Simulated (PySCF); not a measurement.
Gas-phase reaction: AlH + 2 AlCl2 = 3 AlCl + HCl

Energies from PySCF, thermal terms from the rigid-rotor harmonic-oscillator model, ideal gas at 1 bar. Table values come from the NASA 1993 polynomials. After a fit of one offset per element over all species, the range-separated, M06-2X, PBE0/def2-QZVP and CCSD(T)/def2-TZVPP enthalpies, where run, lie to one side of the table for AlH (-36 kJ/mol), AlCl2 (+44 kJ/mol), AlCl (-22 kJ/mol): a fault of the table's entry, another state or a shared error of the levels is possible; this was not checked at source. † marks an energy on the PBE0/def2-TZVP geometry and frequencies. MP2 and CCSD(T) freeze the core. Open shells (unrestricted): AlCl2 (multiplicity 2); the rest are closed-shell singlets. B3LYP is the form with VWN-RPA correlation. For this reaction the table lies outside the span of B3LYP, CCSD(T), M06-2X, MP2, PBE0, r2SCAN, ωB97M-V, ωB97X-V in their largest bases here; which side is off was not settled. MP2 isn't extrapolated to the basis-set limit; its ΔH°(298 K) is -20.3 kJ in def2-SVP and -25.9 kJ in def2-TZVPP. CCSD(T) isn't extrapolated to the basis-set limit; its ΔH°(298 K) is -55.1 kJ in def2-SVP and -53.2 kJ in def2-TZVPP. The harmonic model lacks anharmonicity and excited electronic states, which grow with temperature; levels with a mode under 35 cm⁻¹ are left out. The table's entry may be an old estimate for AlH, AlCl2, AlCl (not checked at source).

```csv
level,"ΔH°(298 K), kJ",minus table,"ΔG°(1400 K), kJ"
table,54.6,-,-87.8
B3LYP/def2-TZVP†,-54.0,-108.6,-194.9
CCSD(T)/def2-SVP†,-55.1,-109.7,-196.0
CCSD(T)/def2-TZVPP†,-53.2,-107.8,-194.1
MP2/def2-TZVPP†,-25.9,-80.5,-166.8
LDA/def2-TZVP†,-40.2,-94.8,-181.1
ωB97M-V/def2-TZVP†,-76.5,-131.1,-217.4
```
